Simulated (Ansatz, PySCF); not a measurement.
Species: methanethiol, CH4S, net charge 0, singlet state. SMILES: CS
Geometry: optimised at B3LYP-D3(BJ)/def2-TZVP (Ansatz, a first-principles code).

Property: atomisation energy (electronic, to ground-state atoms), in kcal/mol. Cores are frozen in the correlated levels unless marked. Open shells are spin-unrestricted. Spin-orbit coupling is left out. No relativistic terms. The coupled-cluster limit lacks core correlation, which all-electron functionals hold. CBS marks a two-point X^-3 extrapolation of the correlation energy; Hartree-Fock from the larger set.

```tsv
level	program	atomisation energy (kcal/mol)
BP86-D4/def2-TZVPD	PySCF + dftd4	488.0
r2SCAN-D4/def2-TZVPD	Ansatz + dftd4	474.0
TPSSh/def2-TZVPD	PySCF	477.0
PW6B95/def2-TZVPD	PySCF	474.1
```

Q: Estimate the value at CCSD(T)/CBS(cc-pV(T+d)Z,cc-pV(Q+d)Z) as computed with Ansatz.

A: 474.5 kcal/mol
